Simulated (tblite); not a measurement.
Computed with GFN2-xTB (tblite): harmonic, unscaled wavenumbers at the GFN2-xTB geometry, gas phase. Errors from tens to a few hundred cm⁻¹ against measured bands are possible. Modes of hydrogen on silicon and sulfur can be 10 to 20 % off. One conformer each. Thermal functions are those of the rigid rotor and harmonic oscillator, without mixing of conformers.

Question: Order these by their zero-point energy, highest first (kcal/mol).
A. `N#C[C@@H]1C=C(F)OCC1` (C6H6FNO)
B. `S` (H2S)
C. `C(C)(C)[Si@H](O)/C=C(\C)C#N` (C7H13NOSi)
D. `C#C[C@@H]1C(=O)C[C@@H]1C` (C7H8O)
E. `COC1=CC=C(N(C)C)[SiH2]1` (C7H13NOSi)
F. `COC1=CC=CC=C1` (C7H8O)

Answer: C (115.0), E (114.1), F (80.9), D (79.2), A (69.0), B (8.7).

```json
{"SMILES": "C/C(C#N)=C\\[Si@@H](O)C(C)C", "atoms": "23", "mass (u)": "155.08", "symmetry number": "1", "modes under 300 cm⁻¹": "13", "ZPE (kcal/mol)": "115.0", "S translation (cal/(mol K))": "43.6", "S rotation": "32.1", "S vibration": "73.5", "S": "149.3", "Cp": "71.1"}
{"SMILES": "COC1=CC=C(N(C)C)[SiH2]1", "atoms": "23", "mass (u)": "155.08", "symmetry number": "1", "modes under 300 cm⁻¹": "9", "ZPE (kcal/mol)": "114.1", "S translation (cal/(mol K))": "43.6", "S rotation": "31.8", "S vibration": "63.2", "S": "138.6", "Cp": "69.7"}
{"SMILES": "COc1ccccc1", "atoms": "16", "mass (u)": "108.06", "symmetry number": "1", "modes under 300 cm⁻¹": "4", "ZPE (kcal/mol)": "80.9", "S translation (cal/(mol K))": "42.5", "S rotation": "29.4", "S vibration": "30.0", "S": "102.0", "Cp": "46.1"}
{"SMILES": "C#C[C@@H]1C(=O)C[C@@H]1C", "atoms": "16", "mass (u)": "108.06", "symmetry number": "1", "modes under 300 cm⁻¹": "5", "ZPE (kcal/mol)": "79.2", "S translation (cal/(mol K))": "42.5", "S rotation": "29.7", "S vibration": "38.6", "S": "110.9", "Cp": "47.9"}
{"SMILES": "N#C[C@@H]1C=C(F)OCC1", "atoms": "15", "mass (u)": "127.04", "symmetry number": "1", "modes under 300 cm⁻¹": "4", "ZPE (kcal/mol)": "69.0", "S translation (cal/(mol K))": "43.0", "S rotation": "30.3", "S vibration": "34.5", "S": "107.9", "Cp": "46.6"}
{"SMILES": "S", "atoms": "3", "mass (u)": "33.99", "symmetry number": "2", "modes under 300 cm⁻¹": "0", "ZPE (kcal/mol)": "8.7", "S translation (cal/(mol K))": "39.1", "S rotation": "14.1", "S vibration": "0.3", "S": "53.5", "Cp": "9.0"}
```

Entropies and Cp are for 500 K and 1 bar.
